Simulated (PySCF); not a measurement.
**Magnesium: a sound run and one with changed settings**

Sound run: Mg [Ne] 3s2, Mg⁺ [Ne] 3s1. All numbers are calculated (PySCF 2.14, scalar relativity by spin-free X2C-1e, in cc-pVTZ-DK (5s4p2d1f, 34 functions)). In the sound run the correlated levels freeze [Ne]. The sound run starts from symmetry-adapted Hartree-Fock orbitals and uses a fine grid where one is needed.

Changed run: basis STO-3G, all-electron and non-relativistic. This setting is unsound on purpose.

```json
{"species": "Mg", "method": "UHF", "sound run (hartree)": "-199.91960", "changed run (hartree)": "-197.00735", "converged": "yes"}
{"species": "Mg", "method": "r2SCAN", "sound run (hartree)": "-200.34855", "changed run (hartree)": "-197.41337", "converged": "yes"}
{"species": "Mg", "method": "PBE0", "sound run (hartree)": "-200.27644", "changed run (hartree)": "-197.34775", "converged": "yes"}
{"species": "Mg", "method": "MP2", "sound run (hartree)": "-199.94312", "changed run (hartree)": "-197.02783", "converged": "yes"}
{"species": "Mg", "method": "CCSD(T)", "sound run (hartree)": "-199.95329", "changed run (hartree)": "-197.04357", "converged": "yes"}
{"species": "Mg⁺", "method": "UHF", "sound run (hartree)": "-199.67643", "changed run (hartree)": "-196.96676", "converged": "yes"}
{"species": "Mg⁺", "method": "r2SCAN", "sound run (hartree)": "-200.07745", "changed run (hartree)": "-197.32957", "converged": "yes"}
{"species": "Mg⁺", "method": "PBE0", "sound run (hartree)": "-199.99888", "changed run (hartree)": "-197.25514", "converged": "yes"}
```

Ionisation energy of Mg:

| method | sound run (eV) | changed run (eV) |
| --- | --- | --- |
| UHF | 6.617 | 1.105 |
| r2SCAN | 7.377 | 2.280 |
| PBE0 | 7.553 | 2.520 |
| MP2 | 7.257 | 1.662 |
| SCS-MP2 | 7.385 | 1.773 |
| CCSD | 7.534 | 2.090 |
| CCSD(T) | 7.534 | 2.090 |
| CCSDT | 7.534 | 2.090 |
| FCI | 7.534 | 2.090 |

A minimal basis cannot let orbitals breathe on ionisation and holds almost no correlation. The Hamiltonian changed with the basis, so the totals do not compare.

For comparison, NIST gives 7.646 eV between the lowest levels.
